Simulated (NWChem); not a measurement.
Species: SiH2, singlet; SMILES [SiH2]

```xyz
3

Si     0.0000     0.0000     0.1809
H      1.0934     0.0000    -0.8898
H     -1.0934     0.0000    -0.8898
```
Atoms are numbered in this order, from 1.

All runs: NWChem. Pople sets run with spherical d functions. Low-valent species are run as closed-shell singlets; no triplet was tried in these runs. The geometry was optimised at B3LYP/6-31G* (spherical d). GIAO values for the isolated, static molecule; σ is the absolute isotropic shielding, δ = σ(reference) − σ with the isolated reference molecule computed at the same levels (1H: tetramethylsilane, 29Si: tetramethylsilane).

```
level           δ Si1 (ppm)  δ H2 (ppm)
--------------  -----------  ----------
B3LYP/IGLO-III          ___         ___
B3LYP/6-31G*          803.3       15.00
KT2/pcSseg-1          874.3       15.50
```

**Question.** Some entries are withheld; supply them.

**Answer.** 
- B3LYP/IGLO-III, δ Si1 (ppm): 815.9
- B3LYP/IGLO-III, δ H2 (ppm): 14.50
